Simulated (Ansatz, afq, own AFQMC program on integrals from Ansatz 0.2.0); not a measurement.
**Al2H, doublet: a scan with AFQMC**

```xyz
3

Al    0.0000    0.0000    0.3526
Al    0.0000    0.0000   -2.3244
H     0.0000    0.0000    1.9718
```

The Al1–Al2 distance is changed with both sides rigid. Energies in mEh count from this geometry (2.677 Å) at the same level; the start stands on UHF, each point on the determinant named.

Basis 6-31G. Only valence electrons are correlated. Integrals, coupled cluster, full CI and functionals: Ansatz 0.2.0; the random walks run on the same integrals in our own AFQMC program. The CISD trial takes its coefficients from CCSD amplitudes. Released means that phaseless walkers are propagated on without the constraint, phases kept. Error bars are statistical, one sigma.

Cautions, each for one point or more: a spin-contaminated unrestricted determinant lies lower; a state of higher spin lies lower; an unrestricted solution with more broken spin lies lower; full CI with its own frozen core; strong correlation; the determinant is a saddle point among determinants of its kind.

| r(Al1–Al2) / Å | det. | T1 | weight | ⟨S²⟩ | PBE | wB97M-V | CCSD(T) |
| --- | --- | --- | --- | --- | --- | --- | --- |
| 2.134 | ROHF | 0.022 | 0.88 | pure | 48.1§ | 53.4§ | 61.7 |
| 3.329 | UHF | 0.065 | 0.83 | 0.75 | 12.7 | 12.9 | 7.3 |
| 4.203 | UHF | 0.019 | 0.89 | 0.75 | 35.1 | 26.9 | 17.6 |
| 6.018 | UHF | 0.027 | 0.88 | 0.77 | 45.4 | 32.4 | 21.3 |
| 8.947 | UHF | 0.033 | 0.88 | 0.78 | 46.3 | 33.2 | 21.9 |

Q: Estimate the curve of full CI, counted from the same start.

A: 
```
r(Al1–Al2) / Å  det.     T1  weight  ⟨S²⟩   FCI  ph-AFQMC/CISD  released AFQMC  CCSDT(Q)
         2.134  ROHF  0.022    0.88  pure  61.6    61.6 ± 0.09    61.8 ± 0.06*      61.7
         3.329   UHF  0.065    0.83  0.75   7.2      7.7 ± 0.1               –       7.2
         4.203   UHF  0.019    0.89  0.75  18.4     18.1 ± 0.1      18.5 ± 0.1      18.4
         6.018   UHF  0.027    0.88  0.77  22.3    21.8 ± 0.09     22.1 ± 0.06      22.2
         8.947   UHF  0.033    0.88  0.78  22.9    22.5 ± 0.09     22.7 ± 0.06      22.9
```

Weight is that of the determinant in the CISD state; at the start T1 is 0.023 and the weight 0.88, and ⟨S²⟩ is 0.76. An asterisk marks released energies that aren't shown to be converged. Symmetry can't show for every point that it stays on the start's state. A dash marks a missing value, a released energy that hasn't settled or a functional that sits on another state. § marks a functional whose ⟨S²⟩ is too high by over 0.1. Largest departures from full CI: CCSD(T) -1.0 mEh at 8.947 (on UHF), ph-AFQMC/CISD -0.4 mEh at 6.018 (on UHF), released AFQMC -0.2 mEh at 8.947 (on UHF), CCSDT(Q) 0.0 mEh at 8.947 (on UHF), PBE 16.7 mEh at 4.203, wB97M-V 8.5 mEh at 4.203. Functionals count only at points shown to share the start's state and spin. In this small basis the wave-function levels are far from their limit, so their gap to the functionals isn't the functionals' error. In total energy ph-AFQMC/CISD lies 17.6 ± 1.9 meV above full CI at the start, so its agreement along the curve rests in part on cancellation.

CCSDT and higher add their correlation energy to the determinant of the CCSD(T) run, since their own runs factorise the integrals more tightly (a shift of under 2 meV). A walk keeps the symmetry of its determinant, which the program's search chose and which needn't be the lowest solution, so a lower state of the same spin and another symmetry isn't excluded.
